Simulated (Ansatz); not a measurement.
`C=COC(C)=O`. Charge 0, multiplicity 1.

| atom | x (Å) | y (Å) | z (Å) |
| --- | --- | --- | --- |
| C1 | -0.452 | -2.463 | -0.387 |
| C2 | 0.300 | -1.387 | -0.244 |
| O3 | -0.280 | -0.166 | -0.012 |
| C4 | 0.539 | 0.911 | 0.123 |
| C5 | -0.269 | 2.143 | 0.370 |
| O6 | 1.732 | 0.851 | 0.050 |
| H7 | -1.532 | -2.416 | -0.325 |
| H8 | 0.018 | -3.420 | -0.569 |
| H9 | 1.381 | -1.370 | -0.295 |
| H10 | -0.867 | 2.018 | 1.274 |
| H11 | -0.962 | 2.302 | -0.458 |
| H12 | 0.394 | 2.998 | 0.474 |

(1) List the harmonic frequencies (cm⁻¹, unscaled) at PBE0-D4/def2-TZVP in Ansatz. (An estimate is asked.)

(2) Is this a minimum?

(3) Give the ideal-gas thermochemistry at 298.15 K and 1 bar (rigid rotor, harmonic oscillator; point group Cs, symmetry number 1).

Answers

(1) Ansatz gave: 69, 89, 150, 216, 409, 456, 598, 656, 734, 866, 901, 998, 1007, 1047, 1061, 1189, 1265, 1318, 1395, 1421, 1460, 1466, 1731, 1853, 3073, 3143, 3183, 3192, 3232, 3282.

(2) Yes, all 30 modes are real.

(3) Zero-point energy 248.0 kJ/mol; H(298) − E = 268.4 kJ/mol; entropy 342.8 J/(mol·K), of which translation 164.4, rotation 110.9, vibration 67.5; G(298) − E = 166.2 kJ/mol. Modes under 100 cm⁻¹ are hindered rotations or soft bends, so the harmonic entropy is rough.
